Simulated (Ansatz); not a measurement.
Start from `C=C(C=S)CF` and change one atom or group to get `C=CC(=C)CF`.

Ansatz, PBE0-D4/def2-TZVP geometries, multiplicity 1. Each molecule was computed in one conformer, which needn't be the lowest.

```
                                        property  `C=C(C=S)CF`
           LUMO energy (ωB97M-V/def2-TZVPP) / eV         -0.81
           HOMO energy (ωB97M-V/def2-TZVPP) / eV         -8.97
            HOMO–LUMO gap (PBE0/def2-TZVPP) / eV          3.86
              HOMO energy (PBE0/def2-TZVPP) / eV         -6.72
  size of the dipole moment (PBE/def2-TZVPP) / D          1.70
size of the dipole moment (B3LYP/def2-TZVPP) / D          1.76
```

Give the same properties after the change, and the shifts. (Best estimate.)

The calculation gave: 
| property | `C=CC(=C)CF` | shift |
| --- | --- | --- |
| LUMO energy (ωB97M-V/def2-TZVPP) / eV | 1.01 | 1.82 |
| HOMO energy (ωB97M-V/def2-TZVPP) / eV | -9.11 | -0.14 |
| HOMO–LUMO gap (PBE0/def2-TZVPP) / eV | 5.97 | 2.11 |
| HOMO energy (PBE0/def2-TZVPP) / eV | -7.00 | -0.28 |
| size of the dipole moment (PBE/def2-TZVPP) / D | 1.43 | -0.27 |
| size of the dipole moment (B3LYP/def2-TZVPP) / D | 1.55 | -0.21 |

With PBE0 the HOMO falls by 0.28 eV and the LUMO rises by 1.84 eV, so the gap widens by about 2.12 eV. PBE moves the HOMO by -0.55 eV and ωB97M-V by -0.14 eV. Dipoles are sizes alone; their direction can turn.

B3LYP here is the variant with VWN-RPA as its local correlation; programs differ in this.
